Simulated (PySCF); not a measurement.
## Structure revision by computed shifts

A compound C5H12O gives the data below (simulated from a calculation) and was assigned the structure `CCOC(C)C`.

13C{1H} NMR (computed): δ 84.6 (CH2), 61.5 (CH3), 33.5 (CH), 21.3 (CH3, 2C).

1H NMR (400 MHz, computed): δ 3.54 (s, 3H), 3.08 (d, 2H), 1.73 (m, 1H), 0.93 (d, 6H).

In vacuum, relativity neglected, fast rotation and ring inversion assumed for equivalent nuclei, one conformer. Structure optimised with GFN2-xTB; NMR shieldings at PBE0/pcSseg-1/GIAO; PySCF.

Referencing at the same level of theory: TMS for 1H (31.72 ppm) and 13C (186.93 ppm).

**Question.** Compare with the shifts computed for the proposed structure, pairing carbons in order of shift.

**Answer.** Mapped SMILES: `[CH3:1][CH2:2][O:3][CH:4]([CH3:5])[CH3:6]`. Hydrogens are named by the atom that carries them.

| atom | computed for proposal | given list | difference |
| --- | --- | --- | --- |
| C4 | 76.7 | 84.6 | -7.9 |
| C2 | 68.3 | 61.5 | +6.8 |
| C5 | 24.1 | 33.5 | -9.4 |
| C6 | 24.1 | 21.3 | +2.8 |
| C1 | 18.5 | 21.3 | -2.8 |

The rms difference is 6.5 ppm and the largest -9.4 ppm at C5 (methyl carbon). The carbon types in order of shift don't match either: CH, CH2, CH3, CH3, CH3 for the proposal against CH2, CH3, CH, CH3, CH3 in the data. The proposal doesn't fit.

**Question.** Which isomer fits?

**Answer.** `COCC(C)C`.

Carbon types of the structure: 1 × CH, 1 × CH2, 3 × CH3, which accounts for all hydrogens. δC 84.6: sp3 CH2 bonded to O; deshielded by the electronegative neighbour. δC 61.5: methyl carbon bonded to O; pulled downfield by the heteroatom. δH 3.08: hydrogen on an sp3 CH2 bonded to O; its carbon carries O, hence the downfield position. δH 0.93: hydrogen on a methyl carbon; far from electronegative atoms and π systems.

Other isomers checked: CCCOCC (rms 7.2 ppm); COC(C)(C)C (rms 8.2 ppm).

This is the structure that produced the data.

Shifts are as computed. Against solution values, carbons near 30 ppm lie about +3 ppm off and those near 130 ppm about +5 ppm. Of 1211 compounds with measured shifts, 218 miss one by over three times the rms of a fit or turn the order of signals round; such compounds aren't used in these exercises. No couplings were computed; multiplicities are counted from neighbouring protons, with m where these are inequivalent, close in shift, in a saturated or five-membered ring or joined by F or P, and br s for small geminal =CH2 splittings.
